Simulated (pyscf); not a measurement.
Structures and frequencies: ωB97X-D3(BJ)/def2-SVP in PySCF.

Problem. List the bond dissociation enthalpies at 298 K of F–ZrH(F)–F from ωB97M-D3(BJ)/def2-TZVP, from the weakest bond up.

Solution. H–Zr to [F–Zr(F)–F]• + H•: 3.21 eV; F–Zr to F• + [F–ZrH–F]•: 6.80 eV. Ring and multiple bonds, and those that leave no two simple radicals, are not listed. The radicals are drawn with the spin at the cut bond; how far it spreads was not checked. Left out: the spin-orbit lowering of F. Open-shell species with a d-block atom are single-reference here; other states, and whether the spin sits on metal or ligand, were not checked. Elements past Kr carry the def2 core potentials, without spin-orbit coupling.
